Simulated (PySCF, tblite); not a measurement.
Isomers of [C5H8O]- (charge -1 and doublet state), one GFN2-xTB conformer each. Single-point energies are computed at B3LYP/pcH-1 (PySCF, gas phase, no added dispersion term), electronic only. GFN2-xTB treats the open shell by occupation alone, and not every SCF solution was tested for stability.

| SMILES | GFN2-xTB relative energy (kcal/mol) |
| --- | --- |
| COC1(C)[CH][CH-]1 | 53.7 |
| C[C]([O-])C1CC1 | 0.0 |

Conformers: `[CH3:1][O:2][C:3]1([CH3:4])[CH:5][CH-:6]1` (charge -1 and doublet state) with C1–O2–C3–C4 -167°; `[CH3:1][C:2]([O-:3])[CH:4]1[CH2:5][CH2:6]1` (charge -1 and doublet state) with C1–C2–C4–C5 -41°.

Problem. What does B3LYP/pcH-1 give for the same structures?

Solution. 
```
           SMILES  B3LYP/pcH-1 E (Eh)  B3LYP/pcH-1 (kcal/mol)  GFN2-xTB (kcal/mol)  point group
  C[C]([O-])C1CC1          -270.51268                     0.0                  0.0      near Cs
COC1(C)[CH][CH-]1          -270.44471                    42.7                 53.7           C1
```

Both levels put the same isomer lowest. 

Problem. What happens when harmonic zero-point energies from GFN2-xTB frequencies are added?

Solution. 
```
           SMILES  ZPE (kcal/mol)  electronic (kcal/mol)  with ZPE (kcal/mol)
  C[C]([O-])C1CC1            70.2                    0.0                  0.0
COC1(C)[CH][CH-]1            68.1                   42.7                 40.6
```

The zero-point energies span 2.1 kcal/mol. The order is unchanged.
